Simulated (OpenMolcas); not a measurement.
**NH (imidogen): the vertical energy of the singlet above the triplet from total energies**

NH has 2 atoms, charge 0, and is taken as a triplet. As SMILES, `[NH]`. The bond length is the measured one.

```xyz
2

N     0.0000    0.0000    0.0000
H     0.0000    0.0000    1.0362
```

Both states at this one shape; open shells run unrestricted unless said. 1 Eh = 27.2114 eV.

| level | program | triplet NH (Eh) | singlet NH (Eh) |
| --- | --- | --- | --- |
| UHF/6-31G* (spherical functions) | OpenMolcas | -54.958496 | -54.848918 |
| UPBE0/3-21G | OpenMolcas | -54.850661 | -54.755083 |
| UB3LYP/6-31G* (spherical functions) | OpenMolcas | -55.217390 | -55.132260 |

**Question.** Work out the vertical gap, second state less first, at each level.

**Answer.** 
1. UHF/6-31G* (spherical functions): -54.848918 − (-54.958496) = 0.109578 Eh = 2.98 eV.
2. UPBE0/3-21G: -54.755083 − (-54.850661) = 0.095578 Eh = 2.60 eV.
3. UB3LYP/6-31G* (spherical functions): -55.132260 − (-55.217390) = 0.085130 Eh = 2.32 eV.

No measured value is set beside it here; the levels span 2.32 to 2.98 eV. Hartree–Fock favours the state with fewer electron pairs, since it lacks pair correlation.
